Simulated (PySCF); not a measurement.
Species: C4H4O2.
Atom-mapped SMILES: `[O:1]=[C:2]([OH:3])[C:4]1=[CH:5][CH2:6]1` (hydrogens: H7 on O3; H8 on C5; H9, H10 on C6)

Structure used (PBE0-D3(BJ)/def2-SVP), in Å, numbered top down from 1:
```
atom  x, y, z in Å
O1     1.7985   -0.8701    0.9961
C2     1.2940   -0.0749    0.2469
O3     1.9876    0.8570   -0.4202
C4    -0.1369   -0.0023   -0.0420
C5    -1.1431    0.5743   -0.6308
C6    -1.4752   -0.5975    0.2487
H7     2.9163    0.7341   -0.1697
H8    -1.5281    1.3558   -1.2812
H9    -1.7548   -1.5581   -0.2091
H10   -1.9472   -0.4233    1.2273
```

Computed, not measured: PBE0-D3(BJ)/def2-SVP geometry optimisation, gas phase (PySCF 2.14.0).

Masses are those of the commonest isotopes; rigid-rotor values at the optimised geometry. The values belong to one conformer with, in the numbering `[O:1]=[C:2]([OH:3])[C:4]1=[CH:5][CH2:6]1`, O1–C2–O3–H 0°, O1–C2–C4–C5 176°.

(1) What are A, B and C (cm⁻¹)?

(2) Classify the top.

(3) Is it planar, by Δ = Ic − Ia − Ib?

(4) Give the other two planar moments, Paa and Pbb, and the rms extents of the mass along the axes.

(5) Where do the levels up to J = 4 lie, in cm⁻¹?

(6) Which lines would a microwave search look for?

## Answers

(1) Ia = 62.14, Ib = 179.62, Ic = 238.32 u·Å²; 505379 MHz·u·Å²/I gives 8133, 2814 and 2121 MHz, that is A = 0.27130, B = 0.09385, C = 0.07074 cm⁻¹.

(2) An asymmetric top; Ray's κ = -0.769.

(3) Not planar: Δ = Ic − Ia − Ib = -3.44 u·Å². For a rigid frame Δ = −2 Σ m c², so Σ m c² = 1.72 u·Å² lies off the ab plane: 1.71 from hydrogen and 0.01 from heavier atoms. The atom farthest from that plane is 0.93 Å away.

(4) Paa = Σ m a² = (Ib + Ic − Ia)/2 = 177.90 and Pbb = Σ m b² = (Ia + Ic − Ib)/2 = 60.42 u·Å². With the mass M = 84.02 u, the rms extents √(P/M) along a, b and c are 1.46, 0.85, 0.14 Å.

(5) Above 0(0,0):
J = 1: 1(0,1) 0.1646, 1(1,1) 0.3420, 1(1,0) 0.3652
J = 2: 2(0,2) 0.4917, 2(1,2) 0.6481, 2(1,1) 0.7174, 2(2,1) 1.2498, 2(2,0) 1.2519
J = 3: 3(0,3) 0.9771, 3(1,3) 1.1059, 3(1,2) 1.2445, 3(2,2) 1.7436, 3(2,1) 1.7540, 3(3,1) 2.6898, 3(3,0) 2.6900
J = 4: 4(0,4) 1.6153, 4(1,4) 1.7142, 4(1,3) 1.9445, 4(2,3) 2.4003, 4(2,2) 2.4309, 4(3,2) 3.3521, 4(3,1) 3.3529, 4(4,1) 4.6716, 4(4,0) 4.6716

(6) The dipole components are |μa| = 0.63 D, |μb| = 1.98 D, |μc| = 0.02 D. The squared components, which scale the intensities, stand as 0.10 : 1.00 : 0.00 (a : b : c). Some lines, for components of 0.1 D or more:

```
type  branch         J(Ka,Kc)    MHz  lower level (cm⁻¹)
   a       Q  1(1,0) ← 1(1,1)    693               0.342
   a       Q  2(1,1) ← 2(1,2)   2079               0.648
   b       R  2(0,2) ← 1(1,1)   4486               0.342
   a       R  1(0,1) ← 0(0,0)   4934               0.000
   b       Q  1(1,0) ← 1(0,1)   6013               0.165
   b       Q  2(1,1) ← 2(0,2)   6769               0.492
   a       R  2(1,2) ← 1(1,1)   9176               0.342
   a       R  2(0,2) ← 1(0,1)   9805               0.165
   b       R  1(1,1) ← 0(0,0)  10254               0.000
   a       R  2(1,1) ← 1(1,0)  10562               0.365
   b       R  2(1,2) ← 1(0,1)  14495               0.165
   b       Q  2(2,0) ← 2(1,1)  16022               0.717
   b       Q  2(2,1) ← 2(1,2)  18038               0.648
   b       R  2(2,1) ← 1(1,0)  26521               0.365
   b       R  2(2,0) ← 1(1,1)  27277               0.342
```

PBE0-D3(BJ)/def2-SVP frequencies: not computed here. Constants of a rigid frame at the computed geometry: no zero-point averaging, no centrifugal distortion.
